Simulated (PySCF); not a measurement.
# Working out the ionisation energy of S

S [Ne] 3s2 3p4 (3P) → S⁺ [Ne] 3s2 3p3 (4S). Computed with PySCF 2.14 in aug-cc-pwCVTZ (8s7p5d3f, 75 functions), with the non-relativistic Hamiltonian (point nucleus). Frozen: 1s2. Energies in hartree (1 hartree = 27.21139 eV):

| part | S (lower) | S⁺ (upper) |
| --- | --- | --- |
| UHF | -397.510159 | -397.170550 |
| CCSD correlation | -0.409062 | -0.376352 |
| (T) | -0.007679 | -0.006108 |

What does Hartree-Fock give?

(-397.170550) − (-397.510159) = 0.339609 hartree = 9.241 eV.

What do CCSD and CCSD(T) give?

The CCSD correlation energies differ by 0.032710 hartree = 0.890 eV and the triples by 0.001571 hartree = 0.043 eV, so CCSD gives 10.131 eV and CCSD(T) 10.174 eV.

Measured between the centres of the two terms (NIST): 10.336 eV, so CCSD(T) (valence and next inner shell) is off by -0.162 eV.

What remains against the reference includes basis incompleteness, the frozen core and higher excitations.
